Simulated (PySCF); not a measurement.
**CCl₂⁺ + 2 HCl → CH₂⁺ + 2 Cl₂**

Level: PBE0 in the def2-TZVP basis family, all electrons, no relativity, computed in PySCF with density fitting; open shells unrestricted.

```
species                              state and structure      E (Eh)  ZPE (kJ/mol)  H(298 K) − H(0) (kJ/mol)  S° (J/(mol K))
  CCl₂⁺  doublet, C2v, C–Cl 1.582 Å (×2); Cl–C–Cl 135.8°  -957.75981          14.3                      11.1           265.5
    HCl                       singlet, C∞v, H–Cl 1.279 Å  -460.66440          17.9                       8.7           186.6
   CH₂⁺     doublet, C2v, C–H 1.098 Å (×2); H–C–H 141.1°   -38.72958          42.9                      10.0           191.6
    Cl₂                      singlet, D∞h, Cl–Cl 1.982 Å  -920.08940           3.5                       9.1           222.5
```

(1) What is the electronic reaction energy?

(2) Add zero-point, thermal and entropy terms for 298.15 K and 1 bar.

Answers

(1) At PBE0/def2-TZVP, ΔE = 473.2 kJ/mol from the differences of the total energies times 2625.5, uphill. 

(2) ΔZPE = -0.2 and Δ[H(298) − H(0)] = -0.3 kJ/mol give ΔH° = 472.7 kJ/mol. ΔS° = -2.1 J/(mol K), so ΔG° = 472.7 − 298.15 × (-0.0021) = 473 kJ/mol.

Each species is the lowest minimum found with this bonding; other isomers or fragments can lie lower.
